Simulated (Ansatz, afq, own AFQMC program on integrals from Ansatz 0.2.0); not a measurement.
Where AFQMC and coupled cluster stand for CH₄, singlet

```xyz
5

C     0.0939    0.0931   -0.0935
H     0.7219    0.7232    0.5357
H    -2.0317   -2.0161    2.0232
H    -0.5327    0.7213   -0.7260
H     0.7240   -0.5383   -0.7191
```

Basis 6-31G. Noble-gas cores (and the filled d shells of Ga–Kr and In–Xe) are frozen. Integrals, coupled cluster, full CI and functionals: Ansatz 0.2.0; the random walks run on the same integrals in our own AFQMC program. The CISD trial takes its coefficients from CCSD amplitudes. Released means that phaseless walkers are propagated on without the constraint, phases kept. ± is one standard error of the sampling.

Determinant: UHF, the one that the program's search chose, which needn't be the lowest solution. The geometry is a point of a scan.

Full CI on the same integrals is exact in this basis and with this determinant's frozen core.

Cautions: unrestricted determinant spin contaminated (⟨S²⟩ 1.01 against 0.00); the CCSDTQ amplitudes may be one of several solutions (largest double 0.84); the ph-AFQMC/CISD walk drifts between its halves (2.2 errors); the next higher spin lies close (full CI puts it 24 meV above).

```
T1 diagnostic                               : 0.0056
weight of the determinant in the CISD state : 0.954
⟨S²⟩ of the determinant                     : 1.006
size of the correlated space                : 8 electrons in 16 orbitals
```

Reference: full CI, correlation energy -2.610 eV. The released energy is read at 2.40 1/Eh (meV from the phaseless value at times in 1/Eh: -0.7 ± 1.1 at 0.24, -1.0 ± 0.9 at 0.51, -1.2 ± 0.6 at 0.99, 0.2 ± 0.9 at 1.62, 0.9 ± 0.9 at 2.40). The cautions show a poor starting determinant, so the rows tell how each method copes with it here, and full CI is the sure value.

| level | E − E(reference) (meV) | share of correlation (%) |
| --- | --- | --- |
| HF | 2610.1 | 0.00 |
| MP2 | 543.6 | 79.17 |
| CCSD | 49.7 | 98.09 |
| CCSD(T) | 19.7 | 99.25 |
| CCSDT | 8.2 | 99.69 |
| CCSDT(Q) | 3.3 | 99.87 |
| CCSDTQ | 0.8 | 99.97 |
| ph-AFQMC/CISD | 0.4 ± 1.1 | 99.98 |
| released AFQMC | 1.3 ± 0.9 | 99.95 |

CCSDT and higher add their correlation energy to the determinant of the CCSD(T) run, since their own runs factorise the integrals more tightly (a shift of under 2 meV). A walk keeps the symmetry of its determinant, which the program's search chose and which needn't be the lowest solution, so a lower state of the same spin and another symmetry isn't excluded. Released energies are given only where the last usable release times agree within the noise; a slower fall can still hide under it.
